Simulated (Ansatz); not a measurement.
# CH6BSi+ (SMILES CB[SiH2+]): functionals against CCSD(T) at one geometry

An exercise on one series of results from a longer session: the logs are not shown, and one member is left open.

Program: Ansatz 0.2.0, Gaussian basis. Level of theory: single points in def2-TZVPP. These are calculated values, not measurements.

Correlated methods freeze the cores.

## Starting geometry

SMILES `CB[SiH2+]`, 9 atoms, charge 1, spin multiplicity 1.

Atoms are counted from 1 here; the program's logs count them from 0.

Bond lengths: C1–B2 1.631 Å, C1–H4 1.002 Å, C1–H5 0.996 Å, C1–H6 1.224 Å, B2–Si3 2.039 Å, B2–H7 1.419 Å, Si3–H8 1.379 Å, Si3–H9 1.574 Å. Angles: B2–C1–H4 110.4°, B2–C1–H5 116.3°, B2–C1–H6 104.6°, H4–C1–H5 125.6°, H4–C1–H6 96.4°, H5–C1–H6 97.4°, C1–B2–Si3 121.5°, C1–B2–H7 118.8°, Si3–B2–H7 119.7°, B2–Si3–H8 130.0°, B2–Si3–H9 125.8°, H8–Si3–H9 104.0°.

Coordinates:

```xyz
9
charge 1, multiplicity 1
C    -0.73190    0.81870   -1.07160
B     0.61370    0.40060   -0.24940
Si    0.60780   -1.13740    1.08860
H    -1.17780    0.00490   -1.44980
H    -0.73220    1.72420   -1.48560
H    -1.56610    1.04180   -0.20410
H     1.80400    1.14390   -0.46090
H    -0.38490   -2.04440    1.39280
H     1.83950   -1.62040    1.94120
```

The first run:

Input file run/in.yaml:

```yaml
crystal:
  periodic: [false, false, false]
  atoms:
    - {symbol: C, position_ang: [-0.731900, 0.818700, -1.071600]}
    - {symbol: B, position_ang: [0.613700, 0.400600, -0.249400]}
    - {symbol: Si, position_ang: [0.607800, -1.137400, 1.088600]}
    - {symbol: H, position_ang: [-1.177800, 0.004900, -1.449800]}
    - {symbol: H, position_ang: [-0.732200, 1.724200, -1.485600]}
    - {symbol: H, position_ang: [-1.566100, 1.041800, -0.204100]}
    - {symbol: H, position_ang: [1.804000, 1.143900, -0.460900]}
    - {symbol: H, position_ang: [-0.384900, -2.044400, 1.392800]}
    - {symbol: H, position_ang: [1.839500, -1.620400, 1.941200]}
basis:
  gaussian: {orbitals: def2-TZVPP}
total_charge: 1
correlation: {method: ccsd_t}
output: {forces: true}
```

No record of the launch command was kept for these runs.

Among the steps run: CCSD(T)/def2-TZVPP; PBE0-D4/def2-TZVPP; wB97M-V/def2-TZVPP; r2SCAN-D4/def2-TZVPP; PBE-D4/def2-TZVPP; r2SCANh-D4/def2-TZVPP; LC-wPBE/def2-TZVPP.

One of the session's tables, all rows but one given; the rest of the session is left out.

```
    method  RMS force component (eV/Å)  angle to CCSD(T) forces (°)
   CCSD(T)                       2.266                    reference
   PBE0-D4                       2.279                          2.9
   wB97M-V                       2.277                          1.7
 r2SCAN-D4                       2.252                          2.9
    PBE-D4                           ?                            ?
r2SCANh-D4                       2.264                          2.4
   LC-wPBE                       2.350                          2.2
```

Estimate the missing values for PBE-D4.

**Answer.** RMS force component (eV/Å): 2.242; angle to CCSD(T) forces (°): 5.9. In the column «RMS force component (eV/Å)» it is the lowest.
